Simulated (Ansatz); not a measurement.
System: C4H4N, charge -1, multiplicity 1. It need not be the lowest isomer of its formula. Whether it binds its extra electron was not tested at this geometry. 
Structure (B3LYP-D3(BJ)/def2-TZVP (Ansatz, a program for electronic structure) minimum search):
```xyz
9

N     -0.0018     0.0036     1.2272
C      0.0016     1.0810     0.3973
C     -0.0028    -1.0787     0.4036
C      0.0029     0.7054    -0.9510
C     -0.0001    -0.7110    -0.9469
H      0.0031     2.0891     0.7999
H     -0.0055    -2.0844     0.8121
H      0.0055     1.3594    -1.8145
H     -0.0001    -1.3700    -1.8065
```
Charge -1, spin multiplicity 1.

Question: Give the harmonic wavenumbers at B3LYP-D3(BJ)/def2-TZVP (Ansatz, finite differences of forces, unscaled).

Answer: 596, 642, 675, 687, 733, 739, 883, 897, 1020, 1034, 1105, 1168, 1228, 1305, 1381, 1453, 1467, 3124, 3130, 3154, 3177 cm⁻¹. Zero-point energy 42.3 kcal/mol.

Question: From these and the geometry, give the ideal-gas thermochemistry at 298.15 K and 1 atm (rigid rotor, harmonic oscillator).

Answer: Point group C2v, rotational symmetry number 2. Rotational constants 9.609, 9.283, 4.722 GHz. S(trans) 38.48, S(rot) 22.77, S(vib) 2.71, S(elec, spin only) 0.00, S 64.0 cal/(mol K). H(298) - H(0) 3.00 kcal/mol; G - E(el) 26.2 kcal/mol.
